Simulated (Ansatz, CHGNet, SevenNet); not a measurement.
**Equilibrium volume per atom of 1T (CdI2-type) SnS2 at several levels of theory**

No measured value is used here.

| level (code) | value (Å³/atom) |
|---|---|
| CHGNet 0.3.0 (CHGNet) | 25.38 |
| SevenNet-0 (SevenNet) | 29.67 |
| LDA (Ansatz) | [?] |
| PBE (Ansatz) | 27.64 |
| PBE+SOC (Ansatz) | 27.63 |
| PBEsol (Ansatz) | 23.36 |
| PBEsol+SOC (Ansatz) | 23.35 |
| PBE-D3(BJ) (Ansatz) | 22.57 |
| PBE-D4 (Ansatz) | 22.54 |
| rVV10 (Ansatz) | [?] |
| HSE06 (Ansatz) | [?] |

**Question.** Complete the blanks.

**Answer.** 
- LDA (Ansatz, an electronic-structure program), value (Å³/atom): 21.71
- rVV10 (Ansatz), value (Å³/atom): 23.59
- HSE06 (Ansatz), value (Å³/atom): 26.48

SevenNet-0: the cell moved over 20 % in volume from its start. LDA, PBE, PBE+SOC, PBEsol, PBEsol+SOC, HSE06: the cell comes from a level without a dispersion term, which matters for the spacing of layers, chains or molecules. Cutoffs and k meshes differ between the levels. Ansatz's density-functional and Hartree–Fock values are scalar-relativistic unless marked +SOC, with PAW data made under PBE.

Machine-learned potentials (CHGNet 0.3.0, SevenNet-0) are trained on DFT data, which may include these solids.
